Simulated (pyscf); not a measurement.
Elementary routes open to `[SiH3][GeH3]` + `[FH]` in the gas phase (singlet surface):
A. `[SiH4]` + `[F][GeH3]` (Ge–Si, F–H broken; H–Si, F–Ge formed)
B. `[F][SiH3]` + `[GeH4]` (Ge–Si, F–H broken; F–Si, Ge–H formed)

Single points on ωB97X-D3(BJ)/def2-SVP structures (PySCF, gas phase). Correlated levels are frozen-core, on RHF or UHF. ΔMP2 is the change of the MP2 total energy from the triple- to the quadruple-zeta basis.

Task: Rank the routes by free-energy barrier at 298 K, lowest first, for CCSD(T)/def2-TZVPP + ΔMP2(QZVPP) energies (ideal gas, 1 atm, RRHO with modes under 100 cm⁻¹ raised to 100, one conformer, R ln 2 for chiral ones without a mode under 150 cm⁻¹).

Result: B (46.6 kcal/mol), A (55.3 kcal/mol)

Route B is the fastest of these, ahead of the next by 8.7 kcal/mol. The most stable products are those of B (ΔG = -25.8 kcal/mol), so kinetics and thermodynamics agree. At 1200 K B is still the fastest. Only these routes are compared; each barrier is that of the saddle found, and lower ones may exist. The CCSD(T) − MP2 part came from Ansatz, without density fitting, on the same reference. The frozen core leaves the outer d or s,p core shells of the metals and heavy elements correlated in the MP2 and CC values, and def2-TZVPP describes them poorly, which can shift differences by a few kcal/mol. Elements up to Kr have no core potential and no relativistic terms here.
